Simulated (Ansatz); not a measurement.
## Ansatz (development build ahead of 0.2.0) run

```yaml
crystal:
  periodic: [false, false, false]
  atoms:
    - { symbol: C, position_ang: [0.00155, -0.01695, -0.58669] }
    - { symbol: C, position_ang: [-0.03857, -0.01565, 0.606] }
basis:
  gaussian: { orbitals: STO-3G }
total_charge: -1
magnetization:
  spin_polarized: true
  initial_magnetization: 1
hamiltonian:
  xc: hf
correlation:
  method: mp2
  frozen_orbitals: { C: 1 }
```

The input is written out in the form of the current development build from the run's settings.

Results

* Converged: yes
* Reference energy: -74.40224 hartree
* Correlation energy: -0.12102 hartree
* Total energy: -74.52326 hartree
* Spin squared of the determinant: 0.902

Caution: no diffuse functions for an anion; the unrestricted determinant is spin contaminated.
